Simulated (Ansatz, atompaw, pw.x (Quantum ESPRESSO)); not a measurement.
**What a changed setting does to a pw.x run (bcc Te)**

Potential: PAW, atompaw 4.2.0.5, PBEsol; core [Kr], reference 4d10 5s1.75 5p4.25; waves: 5s (bound): rc 1.78 bohr; 5s channel at 0.65 Ry: rc 2.00 bohr; 5p (bound): rc 2.00 bohr; 5p channel at -0.1 Ry: rc 2.00 bohr; 4d (bound): rc 1.64 bohr; 4d channel at -2 Ry: rc 2.00 bohr; local part: bessel scheme, radius 1.94 bohr; core correction: smooth core density matched at 1.12 bohr; augmentation: besselshape compensation charge, radius 1.48 bohr; PAW radius 2.00 bohr; waves and projectors: custom polynom vanderbiltortho.

The reference run (k-mesh 12³, cutoffs 120/900 Ry, Fermi–Dirac 0.01 Ry, mixing_beta 0.4, conv_thr 1e-9, no spin) gives 0.60 GPa at 26.925 Å³/atom, where all-electron LAPW gives 0.01 GPa. This run, with its own iteration cap, changes input_dft to sla+noc, a wrong or extreme entry chosen on purpose.

```
&control
  calculation='scf', prefix='x', pseudo_dir='./', outdir='./tmp', tstress=.true., disk_io='none'
/
&system
  ibrav=0, nat=1, ntyp=1, ecutwfc=120, ecutrho=900, nbnd=16,
  occupations='smearing', smearing='fd', degauss=0.01, input_dft='sla+noc'
/
&electrons
  conv_thr=1e-09, mixing_beta=0.4, electron_maxstep=70
/
ATOMIC_SPECIES
Te 1.0 Te.UPF
CELL_PARAMETERS angstrom
  -1.88813006 1.88813006 1.88813006
  1.88813006 -1.88813006 1.88813006
  1.88813006 1.88813006 -1.88813006
ATOMIC_POSITIONS crystal
Te 0.0000 0.0000 0.0000
K_POINTS automatic
12 12 12 0 0 0
```

```bash
pw.x < Te.scf.in > Te.scf.out
```

Question: How does the run end?

Answer: It converges in 8 iterations; the free energy moves by +209.91 eV/atom and the pressure by +3.72 GPa. The functional is no longer that of the file, so the result is not meaningful.

```
Exchange-correlation= SLA+NOC
     Message from routine setup:
     using ibrav=0 with symmetry is DISCOURAGED, use correct ibrav instead
     lattice parameter (alat)  =       6.1800  a.u.
     unit-cell volume          =     181.6989 (a.u.)^3
     number of electrons       =        16.00
     number of Kohn-Sham states=           16
     kinetic-energy cutoff     =     120.0000  Ry
     charge density cutoff     =     900.0000  Ry
     scf convergence threshold =      1.0E-09
     Exchange-correlation= SLA+NOC
     number of k points=    72  Fermi-Dirac smearing, width (Ry)=  0.0100
     iteration #  1     ecut=   120.00 Ry     beta= 0.40
     c_bands:  1 eigenvalues not converged
     c_bands:  1 eigenvalues not converged
     total energy              =    -490.97081988 Ry
     estimated scf accuracy    <       0.00222892 Ry
     iteration #  2     ecut=   120.00 Ry     beta= 0.40
     total energy              =    -490.97099982 Ry
     estimated scf accuracy    <       0.00050555 Ry
     iteration #  3     ecut=   120.00 Ry     beta= 0.40
     total energy              =    -490.97114491 Ry
     estimated scf accuracy    <       0.00004651 Ry
     [... 2 iterations left out ...]
     iteration #  6     ecut=   120.00 Ry     beta= 0.40
     c_bands:  1 eigenvalues not converged
     [... 1 repeated lines left out ...]
     total energy              =    -490.97116969 Ry
     estimated scf accuracy    <       0.00000007 Ry
     iteration #  7     ecut=   120.00 Ry     beta= 0.40
     total energy              =    -490.97116970 Ry
     estimated scf accuracy    <       0.00000002 Ry
     iteration #  8     ecut=   120.00 Ry     beta= 0.40
     the Fermi energy is    13.4339 ev
!    total energy              =    -490.97116970 Ry
     estimated scf accuracy    <          1.6E-10 Ry
     smearing contrib. (-TS)   =      -0.00293873 Ry
     The total energy is F=E-TS. E is the sum of the following terms:
     one-electron contribution =     -81.05604400 Ry
     hartree contribution      =      51.44909727 Ry
     xc contribution           =     -36.06466266 Ry
     ewald contribution        =    -130.55367809 Ry
     one-center paw contrib.   =    -294.74294348 Ry
     convergence has been achieved in   8 iterations
          total   stress  (Ry/bohr**3)                   (kbar)     P=       43.18
     Message from routine punch:
     Nothing written, as per user request (disk_io='none')
```

The run took about 40 s on one core of a shared host (AMD EPYC 9R45 96-Core Processor, 96 threads, 376 GiB, load 60).
